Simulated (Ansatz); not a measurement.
Molecule: CH2NO, net charge 0, doublet state. It need not be the lowest isomer of its formula. 
Coordinates optimised at B3LYP-D3(BJ)/def2-TZVP (Ansatz, a quantum-chemistry and plane-wave program):
```xyz
5

O     -0.2249     1.1992    -0.0769
C     -0.4363     0.0284    -0.0099
N      0.4179    -0.9973     0.0683
H      0.0715    -1.9373     0.1188
H      1.4203    -0.8452     0.0780
```
Charge 0, spin multiplicity 2.

Basis-set convergence of Hartree-Fock and CCSD correlation energies (hartree) with Ansatz. Correlated levels leave the core frozen unless marked. UHF or UKS for open shells. No spin-orbit coupling. No relativistic terms.

```json
[
 {"basis": "cc-pVDZ", "functions": "-", "E(HF)": "-168.32425", "E(corr, CCSD)": "-0.47422"},
 {"basis": "cc-pVTZ", "functions": "118", "E(HF)": "-168.37566", "E(corr, CCSD)": "-0.58239"},
 {"basis": "cc-pVQZ", "functions": "225", "E(HF)": "-168.38880", "E(corr, CCSD)": "-0.61882"}
]
```

Extrapolating the two largest sets (X = 3 and 4) as X^-3: E(corr) = (64·(-0.61882) - 27·(-0.58239))/37 = -0.6454 Eh, an estimate of the basis-set limit. The largest set recovers 95.9 % of it, the smallest 73.5 %.
